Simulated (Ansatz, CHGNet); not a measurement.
For rock-salt TiC, the machine-learned potential CHGNet 0.3.0 (trained on PBE and PBE+U data) gives:

| Quantity | Result |
|---|---|
| lattice parameter a | 4.333 Å |
| elastic constant C11 | 465 GPa |
| elastic constant C44 | 68.3 GPa |
| Voigt–Reuss–Hill shear modulus | 87.5 GPa |
| enthalpy of formation | -0.840 eV/atom |

Question: What does HSE06 (PAW; Ansatz, a first-principles code) give for the same quantities?

Answer: 
- lattice constant a: 4.305 Å (drops by 0.6 %)
- elastic constant C11: 552 GPa (increases by 19 %)
- elastic constant C44: 204 GPa (goes up by 200 %)
- Voigt–Reuss–Hill shear modulus: 205 GPa (goes up by 130 %)
- formation enthalpy: -0.999 eV/atom (moves by -0.159 eV/atom)

For comparison: lattice constant a 4.33 Å (measured, temperature not stated, no zero-point or thermal correction; as tabulated in Zhang et al. (2018), doi:10.1088/1367-2630/aac7f0); elastic constant C11 500 GPa (measured, temperature not stated, no zero-point or thermal correction, our sources range from 500 to 514; as tabulated in Jochym et al. (1999), arXiv:1301.6077); elastic constant C44 175 GPa (measured, temperature not stated, no zero-point or thermal correction; as tabulated in Jochym et al. (1999), arXiv:1301.6077); formation enthalpy -0.956 ± 0.02 eV/atom (measured, 298 K, copied from a table, unchecked, not corrected to a static lattice; as tabulated in Wang et al. (2021), doi:10.1038/s41598-021-94550-5).

Changes are worked out from the printed values.

Unless a cell is named, each level is at its own relaxed cell (CHGNet 0.3.0 10.17, HSE06 9.97 Å³/atom).

Caveats: exact exchange on metals is sensitive to the k mesh and can open a false gap (HSE06); hybrids on metals are sensitive to the k mesh (HSE06). Ansatz's density-functional and Hartree–Fock values are scalar-relativistic unless marked +SOC, with PAW data made under PBE.
